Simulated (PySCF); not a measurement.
Orbital picture of BO

PBE0 at R = 1.201 Å; basis B pcseg-2, O pcseg-2; no relativity; PySCF 2.14. State: ²Σ⁺ (doublet), unpaired electrons σ ↑. Only the outer orbitals are listed, counted within each symmetry.

```
spin  orbital  occ.  ε (eV)  on B (%)         main shells (%)
   α       3σ     1  -28.10        22  74 O s, 10 B s, 10 B p
   α       4σ     1  -12.73        26  59 O p, 24 B s, 15 O s
   α       1π     1  -10.67        27          73 O p, 26 B p
   α       1π     1  -10.67        27          73 O p, 26 B p
   α       5σ     1   -9.90        87  48 B s, 38 B p, 11 O p
   α       2π     0   -0.52        86          83 B p, 13 O p
   α       2π     0   -0.52        86          83 B p, 13 O p
   α       6σ     0    1.97       109                 104 B p
   β       3σ     1  -28.08        21  76 O s, 10 B p, 10 B s
   β       4σ     1  -12.33        17  67 O p, 15 O s, 14 B s
   β       1π     1  -10.70        21          79 O p, 19 B p
   β       1π     1  -10.70        21          79 O p, 19 B p
   β       5σ     0   -4.38        99          72 B s, 27 B p
   β       2π     0    0.58        94                  93 B p
   β       2π     0    0.58        94                  93 B p
```

**Question.** Which are the highest filled and the lowest empty level, where do they sit, and how wide is the gap?

**Answer.** Highest filled α 5σ at -9.90 eV (in %: 48 B s, 38 B p, 11 O p); lowest empty β 5σ at -4.38 eV (in %: 72 B s, 27 B p); the gap at PBE0 is 5.52 eV.

- bond order (Mayer): 2.37
- ⟨S²⟩: 0.762
- charge on B (Mulliken, basis-dependent): 0.33
- charge on B (Löwdin, basis-dependent): 0.03
- dipole moment (positive dipole means B(−)O(+)): -2.40 D
- polarisability along the bond: 18.4 bohr³
- polarisability across the bond: 13.2 bohr³

Shares are Mulliken populations and can fall outside 0 to 100 %.

The state is the lowest determinant that a PBE0 search found; another state may lie lower at other levels.
